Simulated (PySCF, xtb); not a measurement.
Si(H)3(Me) cation (CH6Si), SMILES [SiH3]C (connectivity only; charge and spin as stated), charge +1, multiplicity 2.

Harmonic wavenumbers (cm⁻¹) from xtb 6.7.1 with GFN2-xTB at its own minimum, in rising order: 147, 246, 381, 476, 601, 709, 773, 787, 926, 1244, 1366, 1369, 1907, 2062, 2081, 2988, 3008, 3023.

What does PBE-D3(BJ)/def2-TZVP (PySCF 2.14.0) give at its own minimum? (Estimate from the structure and the level; the computed values follow.)

158, 180, 180, 314, 410, 410, 792, 894, 894, 1076, 1345, 1345, 2182, 2240, 2240, 2976, 3145, 3145. Paired by order, the mean absolute difference is 121 cm⁻¹ and the zero-point energies are 34.4 and 34.2 kcal/mol.
